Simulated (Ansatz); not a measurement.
[AlH2···H···BH2], doublet: the ladder up to UCCSDT(Q)

Geometry: a point of a hydrogen-transfer path between rigid fragments, not a stationary point.

```xyz
7

Al   -0.9610    0.0000    0.0000
H    -1.7539    1.3734    0.0000
H    -1.7539   -1.3734    0.0000
H     0.8290    0.0000    0.0000
B     2.1520    0.0000    0.0000
H     2.6611    0.0000    1.0770
H     2.6611    0.0000   -1.0770
```

Basis cc-pVDZ; Ansatz 0.2.0. Only valence electrons are correlated (noble-gas cores frozen), which leaves 11 electrons in 51 orbitals. Prefix R: restricted or restricted open-shell reference; prefix U: unrestricted. Active spaces: frontier = (9e, 9o) about the gap; pair = (3e, 3o) about the gap.

Full CI isn't at hand for all of this; UCCSDT(Q) serves as the reference, and is uncertain by about the last step of the cluster series. The frozen core follows each run's orbitals, which can shift R against U totals by a few meV.

For open shells CISD is restricted-active-space CI with the open shells as a complete middle space.

```
UHF ⟨S²⟩                          : 0.763
T1 diagnostic (RCCSD)             : 0.0151
largest doubles amplitude (RCCSD) : 0.042
T1 diagnostic (UCCSD)             : 0.0124
```

```csv
level,E − E(RHF) (eV)
UHF,-0.0895
RMP2,-4.5523
UMP2,-4.5493
RCCSD,-5.7125
UCCSD,-5.7141
RCCSD(T),-5.8247
UCCSD(T),-5.8248
```

Question: Estimate how far UCCSDT(Q) in cc-pVDZ lies from RCCSD(T). The table doesn't fix it; the size of (T) and the diagnostics are the guide.

Answer: UCCSDT(Q) in cc-pVDZ lies 31 meV below RCCSD(T), which is 28 % of the (T) step (-112 meV). The diagnostics give no warning, yet the rest is a sizeable part of (T).

The other levels:

```tsv
level	E − E(UCCSDT(Q)) (meV)	share of correlation (%)	wall time
CISD	584	90.02	6 s
BCCD(T)	31	99.47	12 s
RCCSDT	5	99.92	–
UCCSDT	4	99.93	–
RCCSDT(Q)	0	99.99	1.8 min
CASSCF (pair space)	5458	6.80	–
NEVPT2 (pair space)	1308	77.66	4.9 s
MRCISD (pair space)	517	91.17	–
MRCISD+Q (pair space)	25	99.57	6.5 s
CASSCF (frontier space)	4239	27.61	–
NEVPT2 (frontier space)	1314	77.57	16 s
```

The correlation energy at UCCSDT(Q), counted from RHF, is -5.856 eV. That run took 92 s on 1 thread of Arm Neoverse V1, shared host.

Times hold each run's SCF and search for its determinant on a shared host, so for small cases they say little of a method's own cost; they ran on 1 thread of Arm Neoverse V1.
